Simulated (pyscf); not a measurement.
**1,1-elimination: H₂P–GaH₂ → PH₃ + GaH [singlet]**

Gas phase, singlet surface, charge 0. Bonds broken: P1–Ga2, Ga2–H5. Bonds formed: P1–H5. Structures and frequencies: ωB97X-D3(BJ)/def2-SVP in PySCF. MP2 and CC: frozen core, UHF for open shells. ΔMP2 is the change of the MP2 total energy from the triple- to the quadruple-zeta basis.

Transition state (Å):

```xyz
6

P     -1.4935    -0.6777    -0.4021
Ga    -0.1331     0.8928     0.6669
H     -0.9750    -1.9724    -0.1855
H     -2.6265    -1.0322    -1.2153
H     -1.0207    -0.4450     1.3096
H     -0.8547     2.2699     0.3446
```

One imaginary mode, 1152i cm⁻¹; descent along it reached the two sides named, in the forms told below.

```json
[
 {"bond": "P1–Ga2", "change": "breaks", "reactant side (Å)": "2.296", "saddle": "2.337", "product side": "2.8"},
 {"bond": "Ga2–H5", "change": "breaks", "reactant side (Å)": "1.567", "saddle": "1.729", "product side": "3.6"},
 {"bond": "P1–H5", "change": "forms", "reactant side (Å)": "3.4", "saddle": "1.791", "product side": "1.418"}
]
```

Electronic energies relative to the reactant's lowest minimum found (kcal/mol):

```
level                             barrier  reaction energy  reverse barrier
--------------------------------  -------  ---------------  ---------------
ωB97X-D3(BJ)/def2-TZVP               61.0            +33.4             27.6
PBE/def2-TZVP                        44.3            +27.3             17.1
r²SCAN/def2-TZVP                     49.1            +32.3             16.8
B3LYP-D3(BJ)/def2-TZVP               50.5            +23.8             26.7
PBE0-D3(BJ)/def2-TZVP                51.5            +30.2             21.2
M06-2X/def2-TZVP                     54.9            +26.5             28.4
ωB97M-D3(BJ)/def2-TZVP               57.1            +24.8             32.2
HF/def2-TZVP                         72.8            +20.9             51.9
MP2/def2-QZVPP                       53.9            +32.6             21.3
CCSD/def2-TZVPP                      58.0            +27.4             30.6
CCSD(T)/def2-TZVPP                   54.0            +28.8             25.3
CCSD(T)/def2-TZVPP + ΔMP2(QZVPP)     52.7            +28.4             24.3
```

With CCSD(T)/def2-TZVPP + ΔMP2(QZVPP) energies and thermal terms (ideal gas, 1 atm, RRHO with modes under 100 cm⁻¹ raised to 100, one conformer, R ln 2 for rigid chiral ones), in kcal/mol:

```json
[
 {"T (K)": "298", "ΔH‡": "51.2", "ΔG‡": "51.1", "ΔH": "+27.6", "ΔG": "+19.0"},
 {"T (K)": "600", "ΔH‡": "50.8", "ΔG‡": "51.1", "ΔH": "+26.9", "ΔG": "+10.4"},
 {"T (K)": "900", "ΔH‡": "50.3", "ΔG‡": "51.3", "ΔH": "+26.0", "ΔG": "+2.4"},
 {"T (K)": "1200", "ΔH‡": "49.8", "ΔG‡": "51.7", "ΔH": "+25.1", "ΔG": "-5.3"}
]
```

On the product side the descent ends in an adduct with a Ga–P contact, 9.8 kcal/mol under the separated species and 37.5 kcal/mol under the saddle at ωB97X-D3(BJ)/def2-TZVP. What is counted as broken (Ga–P) persists as a longer contact in the product adduct; parting that adduct is a step of its own. One saddle was located; it need not be the lowest between these sides. The CCSD(T) − MP2 part came from Ansatz, without density fitting, on the same reference. The frozen core leaves the outer d or s,p core shells of the metals and heavy elements correlated in the MP2 and CC values, and def2-TZVPP describes them poorly, which can shift differences by a few kcal/mol. Elements up to Kr have no core potential and no relativistic terms here.
